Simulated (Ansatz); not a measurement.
Results of PBE+SOC (Ansatz, a quantum-chemistry and plane-wave program, plane waves, PAW) for rutile SnO₂.

Run with plane-wave cutoff 520 eV, 8×8×10 k mesh (along the axes of the cell as run), Fermi–Dirac smearing 0.01 eV, PAW data made under PBE.

Shape and atoms are relaxed at each volume.

The direct gap at Γ against volume; x = 100 ln(V/12.575 Å³). One gap is withheld.

| V (Å³/atom) | x | gap (eV) |
|---|---|---|
| 12.072 | -4.08 | 1.095 |
| 12.324 | -2.02 | 0.885 |
| 12.575 | 0.00 | 0.691 |
| 12.827 | 1.98 | 0.515 |
| 13.078 | 3.92 | ? |

**Question.** Fit a straight line to the rows shown, give the volume deformation potential and predict the withheld gap.

**Answer.** Means of the 4 rows: x̄ = -1.030, ȳ = 0.7965 eV. Σ(x − x̄)(y − ȳ) = -1.9540 and Σ(x − x̄)² = 20.404, so the slope is -0.0958 eV per unit of x, and dE_g/d ln V = -9.6 eV. At x = 3.92: 0.7965 + (-0.0958) × (3.92 − (-1.030)) = 0.322 eV. The run gives 0.357 eV, 0.035 eV above the line, as the curve bends the same way over all rows.

Measured, for comparison: band gap 3.81 eV (zero-point renormalisation of 215 meV (computed, non-adiabatic AHC, without the lattice-expansion part) added back here to the 1.8 K gap of; inputs from Miglio et al. (2020), arXiv:2011.12765). Computed (rounded) less measured: band gap -3.12 eV.

Note: the bulk modulus comes from volumes at which shape and atoms were relaxed.
